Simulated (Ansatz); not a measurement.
**Scan of [SiH₃···H···F], doublet**

Starting geometry:

```json
{"atom": "Si", "x (Å)": "-1.1347", "y (Å)": "0.0000", "z (Å)": "0.0000"}
{"atom": "H", "x (Å)": "-1.6296", "y (Å)": "1.3997", "z (Å)": "0.0000"}
{"atom": "H", "x (Å)": "-1.6296", "y (Å)": "-0.6999", "z (Å)": "1.2122"}
{"atom": "H", "x (Å)": "-1.6296", "y (Å)": "-0.6999", "z (Å)": "-1.2122"}
{"atom": "H", "x (Å)": "0.3499", "y (Å)": "0.0000", "z (Å)": "0.0000"}
{"atom": "F", "x (Å)": "1.9183", "y (Å)": "0.0000", "z (Å)": "0.0000"}
```

From there H5 is moved from one fragment to the other while all else, the fragments' distance too, stays fixed; atoms are numbered as listed. Energies are in kcal/mol, counted from the starting geometry at the same level. Kohn–Sham curves are unrestricted where that lies lower.

Basis cc-pVDZ; Ansatz 0.2.0. Correlated methods freeze the noble-gas cores. R marks a restricted (for open shells ROHF) determinant, U an unrestricted one.

In so small a basis the reference is far from its limit while semilocal and hybrid functionals are nearer theirs (RPA and double hybrids share much of the reference's basis error), so the functionals' errors here hold much of the reference's basis and frozen-core error, which can add to them or hide them.

Full CI isn't at hand for all of this; UCCSDT(Q) serves as the reference, and is uncertain by about the last step of the cluster series.

```tsv
distance Si1-H5 (Å)	UCCSDT(Q)	PBE	BLYP	r2SCAN	PBE0	B3LYP	wB97M-V	B2PLYP	RPA-PBE
1.485	0.0	0.0	0.0	0.0	0.0	0.0	0.0	0.0	0.0
1.580	-1.1	-4.2	-3.7	-3.3	-2.9	-2.8	-2.1	-2.0	-1.6
1.771	-6.7	-11.9	-10.2	-9.9	-9.1	-8.3	-7.5	-8.0	-5.3
1.962	-23.1	-23.5	-20.8	-22.8	-22.5	-20.6	-21.3	-22.7	-17.9
2.153	-33.2	-27.0	-23.8	-28.6	-29.5	-26.5	-28.7	-30.7	-25.8
```
